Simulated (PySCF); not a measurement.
Compound: CF3NH2.
SMILES: `NC(F)(F)F`

Jobs on this species (7 atoms, 42 electrons) with PySCF (density fitting). Hardware of each: one thread of an Arm Neoverse N1, no GPU (shared host). Other jobs ran on the host; a repeat could differ by tens of per cent or more. Peak memory is the resident size of the whole Python process, interpreter and libraries included.

| level and settings | work | basis functions | SCF cycles | wall time | peak memory |
| --- | --- | --- | --- | --- | --- |
| PBE0/pcSseg-2 | shieldings, charges and field gradients | 208 | ? | ? | ? |
| PBE0-D3(BJ)/def2-TZVP, grid level 2 | geometry optimisation from a GFN2-xTB start shaken at random | 167 | ? | ? | ? |
| wB97X-D/pcSseg-2, IEF-PCM chloroform | shieldings | 208 | 13 | 29 s | 0.81 GiB |
| wB97X-D/pcSseg-2 | shieldings | 208 | 13 | 26 s | 0.80 GiB |
| B97-2/pcSseg-2 | shieldings | 208 | 12 | 21 s | 0.78 GiB |
| WP04/pcSseg-2, IEF-PCM chloroform | shieldings | 208 | 13 | 24 s | 0.79 GiB |
| KT3/pcSseg-2 | shieldings | 208 | 14 | 28 s | 0.60 GiB |

**Question.** Fill in the missing figures.

**Answer.** 
- PBE0/pcSseg-2; shieldings, charges and field gradients: 22 s, 0.81 GiB, 12 SCF cycles
- PBE0-D3(BJ)/def2-TZVP, grid level 2; geometry optimisation from a GFN2-xTB start shaken at random: 60 s, 0.65 GiB, 35 SCF cycles

**Question.** What do all jobs in the table cost together?

**Answer.** About 3.5 min; the longest takes about 29 % of that, and about 2.9 times as long as the shortest.
